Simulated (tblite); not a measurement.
Compound: C4H5FN (doublet state).
Z-matrix (Å and degrees, GFN2-xTB geometry), rows numbered from 1:
```
F 
C   1  1.3400
C   2  1.3248  1  121.55
C   3  1.4736  2  122.52  1  -178.41
C   4  1.4938  3  122.75  2    47.54
N   5  1.4042  4   58.64  3  -105.32
H   2  1.0798  1  112.69  3  -180.00
H   3  1.0794  2  120.31  1     1.62
H   4  1.0872  3  113.87  2  -163.99
H   5  1.0863  4  121.29  6   103.82
H   5  1.0852  4  117.64  6  -108.30
```

Calculated harmonic vibrations of the isolated species, GFN2-xTB (tblite), most abundant isotopes, no scaling. This tight-binding method is rough: wavenumbers can miss measured ones by several per cent, in bad cases by 10 to 20. One conformer, not necessarily the lowest. Open shells enter through the occupations alone, without spin polarisation, and single modes of such species can be off by tens of per cent.

Harmonic wavenumbers (cm⁻¹): 105.6, 160.3, 181.0, 363.9, 393.7, 572.6, 711.8, 766.8, 900.9, 904.8, 954.8, 978.4, 1009.9, 1032.8, 1072.3, 1132.9, 1221.6, 1225.9, 1268.0, 1370.4, 1448.3, 1684.7, 2976.2, 2993.4, 3005.8, 3087.5, 3101.2.

A = 11793, B = 1932, C = 1848 MHz; mass 86.041 u (most abundant isotopes); point group C1, symmetry number 1; spin multiplicity 2.

Task: Zero-point energy?

Result: ½Σν̃ = 17313 cm⁻¹ = 49.50 kcal/mol.

Task: Give the ideal-gas entropy at 273.15 K and 1 bar in the rigid-rotor, harmonic-oscillator model (classical rotation).

Result: Translation 38.86, rotation 26.18, vibration 11.00, spin (R ln 2) 1.38: S = 77.4 cal/(mol K).

Task: And Cp and H(273.15 K) − H(0)?

Result: Cp = 21.64 cal/(mol K), of which vibrations give 13.70 (their classical limit is 27 R = 53.7); H(273.15 K) − H(0) = 3.91 kcal/mol without the zero-point energy, 1.74 from vibrations.

Task: Blend soft modes into free rotors: weight 1/[1 + (100 cm⁻¹/ν̃)⁴] for the oscillator and the rest for a rotor with moment μB/(μ + B), μ = h/(8π²ν), B = 10⁻⁴⁴ kg m². What vibrational entropy results?

Result: 10.79 cal/(mol K) in place of 11.00, which changes −T·S at 273.15 K by +0.06 kcal/mol.

Task: Which modes carry the vibrational entropy at 273.15 K?

Result: 105.6 cm⁻¹: 3.18; 160.3 cm⁻¹: 2.38; 181.0 cm⁻¹: 2.16; 363.9 cm⁻¹: 0.97; 393.7 cm⁻¹: 0.86; 572.6 cm⁻¹: 0.41 cal/(mol K); the other 21 give 1.04 together.

Hindered rotation and anharmonicity are outside this model. Other conformers, if any are populated, would add a mixing term that is left out. The structure is chiral; the term R ln 2 for an equal mix with its mirror image is left out.
